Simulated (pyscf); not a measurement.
Four-centre exchange: `[NH2][SiH]([Cl])[Cl]` + `[FH]` → `[NH2][SiH]([F])[Cl]` + `[ClH]`

Gas phase, singlet surface, charge 0. Bonds broken: Si2–Cl3, F8–H9. Bonds formed: Si2–F8, Cl3–H9. Optimised with ωB97X-D3(BJ)/def2-SVP in PySCF.

Transition state (Å):

```xyz
9

N      0.8366    -0.1078    -0.0940
Si    -0.8115    -0.0489     0.2890
Cl    -1.7225     1.9722     1.3592
Cl    -1.5327     0.6346    -1.5603
H      1.1705     0.0739    -1.0324
H      1.5571    -0.2685     0.5994
H     -1.7576    -1.1494     0.5321
F     -0.3683    -0.0515     2.0770
H     -0.9827     1.0620     2.1880
```

One imaginary mode, 581i cm⁻¹; descent along it reached the two sides named, in the forms told below.

```csv
bond,change,reactant side (Å),saddle,product side
Si2–Cl3,breaks,2.102,2.462,4.1
F8–H9,breaks,0.933,1.277,2.019
Si2–F8,forms,3.1,1.842,1.641
Cl3–H9,forms,2.259,1.436,1.289
```

Electronic energies relative to the separated reactants (eV):

| level | barrier | reaction energy | reverse barrier |
|---|---|---|---|
| ωB97X-D3(BJ)/def2-TZVP | 0.91 | -0.44 | 1.35 |
| PBE/def2-TZVP | 0.64 | -0.50 | 1.15 |
| r²SCAN/def2-TZVP | 0.70 | -0.55 | 1.25 |
| B3LYP-D3(BJ)/def2-TZVP | 0.84 | -0.54 | 1.38 |
| PBE0-D3(BJ)/def2-TZVP | 0.81 | -0.45 | 1.25 |
| M06-2X/def2-TZVP | 0.89 | -0.54 | 1.43 |
| ωB97M-D3(BJ)/def2-TZVP | 0.87 | -0.54 | 1.41 |
| HF/def2-TZVP | 1.69 | -0.65 | 2.35 |

With ωB97M-D3(BJ)/def2-TZVP energies and thermal terms (ideal gas, 1 atm, RRHO with modes under 100 cm⁻¹ raised to 100, one conformer, R ln 2 for chiral ones without a mode under 150 cm⁻¹), in eV:

| T (K) | ΔH‡ | ΔG‡ | ΔH | ΔG |
|---|---|---|---|---|
| 298 | 0.80 | 1.28 | -0.58 | -0.59 |
| 600 | 0.79 | 1.78 | -0.59 | -0.59 |
| 900 | 0.80 | 2.27 | -0.59 | -0.58 |
| 1200 | 0.82 | 2.76 | -0.59 | -0.58 |

On the reactant side the descent ends in a complex, 0.26 eV under the separated species and 1.17 eV under the saddle at ωB97X-D3(BJ)/def2-TZVP. The same reactants have a lower exit, to NH₃ + F–SiH(Cl)–Cl (barrier +0.29 eV at ωB97M-D3(BJ)/def2-TZVP, against +0.87 eV here). This is the saddle that the search found; another between the same sides may lie lower.
